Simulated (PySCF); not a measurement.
An unknown shows these calculated signals:

1H NMR (400 MHz, computed): δ 6.68 (m, 1H), 5.07 (m, 2H).

13C{1H} NMR (computed): δ 155.9 (C, ddd, J = 319.7, 16.3, 9.2 Hz), 143.3 (CH, ddd, J = 330.1, 12.8, 9.1 Hz), 84.4 (CH2, ddd, J = 240.4, 36.6, 1.6 Hz).

How the numbers were obtained: σ from GIAO-PBE/pcSseg-2, couplings computed with B3LYP/pcJ-1, PBE0-D3(BJ)/def2-SVP geometry, in PySCF 2.14.0 with density-fitted response routines (in vacuum, fast rotation and ring inversion assumed for equivalent nuclei, a single conformation, non-relativistic).

Chemical shifts δ = σref − σ; 1H (σref 31.18) and 13C (σref 179.39) against TMS, all at this level.

Which of these does the molecule contain: an aldehyde, a heteroaromatic ring, a three-membered ring, a non-aromatic C=C double bond?

Results:


- An aldehyde: no.
- A heteroaromatic ring: no.
- A three-membered ring: no.
- A non-aromatic C=C double bond: yes.

The data belong to SMILES F/C=C(\F)CF, C₃H₃F₃; they needn't prove each group on their own.

Carbon signals by region: 2 in the sp2 and nitrile region (100–160 ppm), 1 at 50–100 ppm.

Common functionals overestimate the size of one-bond C–F couplings by tens of Hz; these are unscaled. Multiplet labels drop couplings under 1 Hz and merge nearly equal ones. Shifts are as computed, not scaled to solution data. Of 1211 compounds with measured shifts, 218 miss one by over three times the rms of a fit or turn the order of signals round; such compounds aren't used in these exercises. 3J across rotatable bonds or in flexible rings reflects this conformer alone.
